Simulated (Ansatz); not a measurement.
# C3H6FNO: a ladder of functionals and wavefunction methods

One table from this session's results is given with a row withheld; the runs are named, their logs left out.

Program: Ansatz 0.2.0, Gaussian basis. Level of theory: functionals in def2-TZVPP, the program's frozen cores in correlated methods. These are calculated values, not measurements.

Plan: LDA (SPW92), PBE-D4, revPBE-D4, BLYP-D4, r2SCAN-D4, B97M-V, PBE0-D4, B3LYP-D4, r2SCANh-D4, r2SCAN0-D4, HSE06-D4, BHLYP-D4, CAM-B3LYP-D4, LC-ωPBE, ωB97X-V, ωB97M-V, B2PLYP, PBE-QIDH; CCSD(T)/def2-SVP; CCSD(T)/def2-TZVPP; MP2/def2-QZVPP; extrapolation to the limit; RPA on PBE.

**The relaxed structure**

An earlier PBE0-D4 in a triple-zeta def2 set relaxation fixed the geometry.

SMILES `C[C@@H]1O[C@]1(N)F`, 12 atoms, charge 0, spin multiplicity 1.

Atoms are counted from 1 here; the program's logs count them from 0.

Bond lengths: C1–C2 1.492 Å, C1–H7 1.093 Å, C1–H8 1.093 Å, C1–H9 1.089 Å, C2–O3 1.459 Å, C2–C4 1.463 Å, C2–H10 1.090 Å, O3–C4 1.369 Å, C4–N5 1.404 Å, C4–F6 1.357 Å, N5–H11 1.011 Å, N5–H12 1.009 Å. Angles: C2–C1–H7 110.5°, C2–C1–H8 109.8°, C2–C1–H9 110.9°, H7–C1–H8 108.0°, H7–C1–H9 108.8°, H8–C1–H9 108.7°, C1–C2–O3 116.7°, C1–C2–C4 123.6°, C1–C2–H10 116.1°, O3–C2–C4 55.9°, O3–C2–H10 112.3°, C4–C2–H10 117.0°, C2–O3–C4 62.2°, C2–C4–O3 61.9°, C2–C4–N5 129.0°, C2–C4–F6 116.7°, O3–C4–N5 116.4°, O3–C4–F6 115.6° and more.

As a file:

```mol
C3H6FNO
  3D, bonds by distance, orders not assigned

 12 12  0  0  0  0  0  0  0  0999 V2000
    0.0387   -0.4120    1.7104 C   0  0
    0.3554   -0.4362    0.2526 C   0  0
    1.2240    0.6247   -0.2468 O   0  0
   -0.0720    0.6007   -0.6863 C   0  0
   -0.2587    0.5138   -2.0753 N   0  0
   -0.8775    1.5755   -0.1928 F   0  0
    0.9079   -0.7214    2.2959 H   0  0
   -0.7769   -1.1076    1.9245 H   0  0
   -0.2614    0.5862    2.0266 H   0  0
    0.6087   -1.4095   -0.1676 H   0  0
   -1.2074    0.2627   -2.3166 H   0  0
    0.3965   -0.1320   -2.4907 H   0  0
  1  2  8  0
  2  3  8  0
  3  4  8  0
  4  5  8  0
  4  6  8  0
  1  7  8  0
  1  8  8  0
  1  9  8  0
  2 10  8  0
  5 11  8  0
  5 12  8  0
  2  4  8  0
M  END
```

Set-up of the first run:

Contents of in.yaml:

```yaml
crystal:
  periodic: [false, false, false]
  atoms:
    - {symbol: C, position_ang: [0.038658, -0.412027, 1.710406]}
    - {symbol: C, position_ang: [0.355357, -0.436243, 0.252602]}
    - {symbol: O, position_ang: [1.223983, 0.624663, -0.246848]}
    - {symbol: C, position_ang: [-0.072039, 0.600689, -0.686332]}
    - {symbol: N, position_ang: [-0.258719, 0.513827, -2.075252]}
    - {symbol: F, position_ang: [-0.877543, 1.575511, -0.192820]}
    - {symbol: H, position_ang: [0.907903, -0.721417, 2.295942]}
    - {symbol: H, position_ang: [-0.776899, -1.107619, 1.924541]}
    - {symbol: H, position_ang: [-0.261369, 0.586209, 2.026611]}
    - {symbol: H, position_ang: [0.608725, -1.409491, -0.167648]}
    - {symbol: H, position_ang: [-1.207419, 0.262705, -2.316569]}
    - {symbol: H, position_ang: [0.396463, -0.132008, -2.490732]}
basis:
  gaussian: {orbitals: def2-TZVPP}
hamiltonian: {xc: lda}
output: {orbitals: {seedname: orbitals}}
```

The run is started by

```console
ansatz run in.yaml --threads 4 --pin off --events-out ev --progress --plain --max-ram 10444MiB
```

Steps of the session up to this table: LDA; PBE-D4 (GGA); revPBE-D4 (GGA); BLYP-D4 (GGA); r2SCAN-D4 (meta-GGA); B97M-V (meta-GGA); PBE0-D4 (hybrid); B3LYP-D4 (hybrid); r2SCANh-D4 (hybrid); r2SCAN0-D4 (hybrid); HSE06-D4 (hybrid); BHLYP-D4 (hybrid); CAM-B3LYP-D4 (range-separated); LC-ωPBE (range-separated); ωB97X-V (range-separated); ωB97M-V (range-separated); B2PLYP (double hybrid); PBE-QIDH (double hybrid).

One table of the session follows, with a row left open; its other results are not shown here.

It belongs to the step «Frontier levels by functional». 

```
  functional  HOMO (eV)  LUMO (eV)  gap (eV)
 LDA (SPW92)      -6.15       0.08      6.23
      PBE-D4      -5.98       0.19      6.17
   revPBE-D4      -5.91       0.25      6.15
     BLYP-D4      -5.90       0.13      6.02
   r2SCAN-D4      -6.26       1.04      7.29
      B97M-V      -6.38       0.42      6.80
     PBE0-D4      -7.42       1.02      8.44
    B3LYP-D4      -7.22       0.63      7.85
  r2SCANh-D4      -6.80       1.27      8.07
  r2SCAN0-D4      -7.61       1.59      9.20
    HSE06-D4      -7.01       0.65      7.66
    BHLYP-D4      -8.82       1.56     10.38
CAM-B3LYP-D4      -8.89       1.72     10.61
     LC-ωPBE     -10.23       3.07     13.30
     ωB97X-V          ?          ?         ?
     ωB97M-V      -9.77       2.38     12.15
```

Q: Estimate the row for ωB97X-V from the others.

As computed: HOMO (eV): -9.86; LUMO (eV): 2.87; gap (eV): 12.73. In the column «HOMO (eV)» it lies between LC-ωPBE (-10.23) and ωB97M-V (-9.77).
